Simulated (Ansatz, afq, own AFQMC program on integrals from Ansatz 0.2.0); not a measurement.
**Where AFQMC and coupled cluster stand for Ga⁻, singlet**

A free Ga anion.

Basis aug-cc-pVDZ. Only valence electrons are correlated. Integrals, coupled cluster, full CI and functionals: Ansatz 0.2.0; the random walks run on the same integrals in our own AFQMC program. ph-AFQMC/CISD is guided by a CISD state made of CCSD amplitudes; releasing the constraint for a short imaginary time cuts its bias at the price of noise, slowly where states lie close. ± is one standard error of the sampling. No spin–orbit coupling.

Determinant: RHF, the one that the program's search chose, which needn't be the lowest solution.

Full CI on the same integrals is exact in this basis and with this determinant's frozen core.

Cautions: no relativity below Rb; no spin-orbit coupling; inner d shell frozen; another spin lies lower (by 422 meV); at this level and basis the anion state lies above a neutral one; restricted determinant unstable towards unrestricted (UHF 696 meV lower, ⟨S²⟩ 1.03); the released energies are still falling, so no released level is given (meV from the phaseless value at times in 1/Eh: -1.5 ± 2.1 at 0.24, -2.3 ± 1.7 at 0.51, -4.9 ± 1.7 at 0.99, -7.4 ± 1.5 at 1.62, -8.6 ± 1.4 at 2.40); the ph-AFQMC/CISD walk drifts between its halves (2.7 errors); the determinant fills the p orbitals unequally in pairs, so it mixes two states of the atom (¹D and ¹S), and each level undoes that mixture to a different degree, while full CI gives the lower state; CCSDT(Q) on the UHF determinant differs (428 meV lower), perhaps since the unrestricted series falls towards higher spin.

- T1 diagnostic: 0.0167
- weight of the determinant in the CISD state: 0.826
- size of the correlated space: 4 electrons in 22 orbitals

Reference: full CI, correlation energy -2.060 eV. The cautions show a poor starting determinant, so the rows tell how each method copes with it here, and full CI is the sure value.

| level | E − E(reference) (mEh) | share of correlation (%) |
| --- | --- | --- |
| HF | 75.70 | 0.00 |
| MP2 | 26.73 | 64.69 |
| CCSD | 5.36 | 92.92 |
| CCSD(T) | 2.77 | 96.34 |
| CCSDT | 1.31 | 98.27 |
| CCSDT(Q) | 0.40 | 99.47 |
| ph-AFQMC/HF | 5.16 ± 0.59 | 93.18 |
| ph-AFQMC/CISD | 2.83 ± 0.09 | 96.26 |

CCSDT and higher add their correlation energy to the determinant of the CCSD(T) run, since their own runs factorise the integrals more tightly (a shift of under 2 meV).
